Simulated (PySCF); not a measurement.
## Computed and reference excited states of cyanoformaldehyde (`N#CC=O`)

Published values to compare with (the computed states carry no symmetry labels, so the two lists aren't matched line by line):

```json
{"state": "1A''(n→π*)", "E (eV)": "3.26", "f": "", "kind of transition": "0-0 transition", "source": "[1]"}
{"state": "3A''(n→π*)", "E (eV)": "3.44", "f": "", "kind of transition": "vertical absorption", "source": "[2]"}
{"state": "1A''(n→π*)", "E (eV)": "3.81", "f": "0.001", "kind of transition": "vertical absorption", "source": "[2]"}
{"state": "1A''(n→π*)", "E (eV)": "3.82", "f": "", "kind of transition": "vertical absorption", "source": "[3]"}
{"state": "3A'(π→π*)", "E (eV)": "5.01", "f": "", "kind of transition": "vertical absorption", "source": "[2]"}
{"state": "1A''(π→π*)", "E (eV)": "6.43", "f": "", "kind of transition": "vertical absorption", "source": "[3]"}
{"state": "1A''(π→π*)", "E (eV)": "6.46", "f": "0.000", "kind of transition": "vertical absorption", "source": "[2]"}
```

[1] measured, gas; Loos, Lipparini, Boggio-Pasqua, Scemama, Jacquemin (2019), arXiv:1912.04173, literature columns
[2] computed, theoretical best estimate (aug-cc-pVTZ, frozen core, CC3 geometry), gas; Veril, Scemama, Caffarel, Lipparini, Boggio-Pasqua, Jacquemin, Loos, WIREs Comput. Mol. Sci. 2021, 11, e1517 (QUESTDB)
[3] computed, theoretical best estimate (aug-cc-pVTZ), revised with CC4, gas; Loos, Lipparini, Matthews, Blondel, Jacquemin, revising reference values with EOM-CC4 (2022), arXiv:2204.11658

Cyanoformaldehyde, C₂HNO.
SMILES: `N#CC=O`

Method: TDDFT CAM-B3LYP/def2-SVPD, vertical, gas phase, core orbitals frozen in the response in PySCF 2.14.0, density-fitted response routines. Geometry: GFN2-xTB; no solvent, vibrations or thermal averaging.

Computed singlets: 3.82 eV (f 0.001); 5.93 eV (f 0.000); 6.82 eV (f 0.115); 7.36 eV (f 0.011); 7.82 eV (f 0.001); 8.16 eV (f 0.000); 8.80 eV (f 0.026); 9.06 eV (f 0.002). Computed triplets (Tamm–Dancoff): 3.17, 4.73, 5.53 eV.

Task: How does the lowest computed singlet compare with the best estimate listed for the lowest singlet (vertical absorption)?

Result: 3.82 eV against 3.81 eV for 1A''(n→π*) [2]: a difference of +0.01 eV. Geometry and basis of the two calculations needn't be the same.

Task: How does the lowest computed triplet compare with the best estimate listed for the lowest triplet (vertical absorption)?

Result: 3.17 eV against 3.44 eV for 3A''(n→π*) [2]: a difference of -0.27 eV. Geometry and basis of the two calculations needn't be the same.

Note on [3]: revises the 2021 QUESTDB value.

Adiabatic (Te) and 0-0 energies refer to the relaxed excited state and aren't the vertical quantity computed here.
